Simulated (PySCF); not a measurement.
CF⁺: frontier orbitals

B97-3 at R = 1.154 Å; PySCF, no relativity, basis sets C pcseg-2, F pcseg-2. State: ¹Σ⁺ (singlet), closed shell. Only the outer orbitals are listed, counted within each symmetry.

| orbital | occ. | ε (eV) | on C (%) | main shells (%) |
| --- | --- | --- | --- | --- |
| 3σ | 2 | -50.71 | 16 | 78 F s |
| 4σ | 2 | -31.37 | 20 | 62 F p, 17 F s, 17 C s |
| 1π | 2 | -27.57 | 15 | 84 F p, 13 C p |
| 1π | 2 | -27.57 | 15 | 84 F p, 13 C p |
| 5σ | 2 | -22.07 | 94 | 67 C s, 27 C p |
| 2π | 0 | -12.37 | 88 | 88 C p, 11 F p |
| 2π | 0 | -12.37 | 88 | 88 C p, 11 F p |

Q: Which are the highest filled and the lowest empty level, where do they sit, and how wide is the gap?

A: Highest filled 5σ at -22.07 eV (in %: 67 C s, 27 C p); lowest empty 2π at -12.37 eV (in %: 88 C p, 11 F p); the gap at B97-3 is 9.70 eV.

* bond order (Mayer): 1.74
* ⟨S²⟩: 0.000
* charge on C (Mulliken, basis-dependent): 0.78
* charge on C (Löwdin, basis-dependent): 0.50
* dipole moment (positive dipole points towards F; it is taken about the centre of mass and depends on that origin): -1.02 D
